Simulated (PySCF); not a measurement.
Bonds (- single, = double, # triple, : aromatic): C1-N2 1.439 Å, N2:C3 1.373 Å, C3:C4 1.376 Å, C4:N5 1.365 Å, N5:C6 1.309 Å, C6:N2 1.362 Å. C1 carries H7, H8, H9; C3 carries H10; C4 carries H11; C6 carries H12.

Geometry: PBE0-D3(BJ)/def2-SVP; GIAO absolute shieldings from PySCF 2.14.0 with density-fitted response routines, gas phase, non-relativistic, averaged over equivalent atoms.

At PBE0/def2-SVP (114 basis functions, 7.2 s wall time on 1 thread of an Arm Neoverse V1, shared host):
```tsv
atoms	σ (ppm)
C6	61.4
C4	64.4
C3	78.0
C1	162.5
N5	-12.7
N2	100.1
H11	24.47
H12	24.70
H10	24.79
H7/H8/H9	28.04
```

Estimate the result of repeating the calculation with PBE0/6-311+G(2d,p).

Results:


```tsv
atoms	σ at PBE0/6-311+G(2d,p)	change
C6	47.6	-13.8
C4	50.5	-13.9
C3	66.0	-12.0
C1	154.3	-8.2
N5	-30.4	-17.7
N2	82.0	-18.1
H11	24.26	-0.21
H12	24.29	-0.41
H10	24.62	-0.17
H7/H8/H9	27.95	-0.09
```

The largest change is at N2 (pyrrole-type ring nitrogen). Cost: 198 basis functions, 16 s wall time on 1 thread of an Arm Neoverse V1, shared host. The order of the carbon signals is the same at both levels.
